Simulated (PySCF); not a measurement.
**Si: ionisation energy**

Si [Ne] 3s2 3p2 [3p1/2^2, M_J = 0] → Si⁺ [Ne] 3s2 3p1 [3p1/2^1, M_J = 1/2], as a difference of total energies. Calculation: PySCF 2.14, in x2c-TZVPall-2c; the two-component X2C-1e Hamiltonian. Correlated levels: [Ne] frozen; the 6 highest virtual spinors dropped. "Screened" scales the spin-orbit matrix elements by Boettger's factors to mimic the two-electron term; Breit and QED terms are absent.

```tsv
method	ionisation energy (eV)	error (eV)
GHF (spin-free)	7.495	-0.657
GMP2 (spin-free)	8.026	-0.126
GHF (screened spin-orbit)	7.483	-0.669
GMP2 (screened spin-orbit)	8.012	-0.140
```

Reference: 8.152 eV (measured; NIST Atomic Spectra Database, ionization energies).

Errors of the correlated levels include the incompleteness of this basis and the frozen core.

The labels give the starting determinants; with spin-orbit coupling the two ends relaxed to ⟨J²⟩ = 1.89, ⟨L²⟩ = 2.02, ⟨S²⟩ = 2.00 and ⟨J²⟩ = 1.00, ⟨L²⟩ = 2.07, ⟨S²⟩ = 0.77.

The determinant of Si mixes levels of different J (the jj label is only the starting occupation), so the difference between spin-free and spin-orbit rows is not the physical spin-orbit shift.
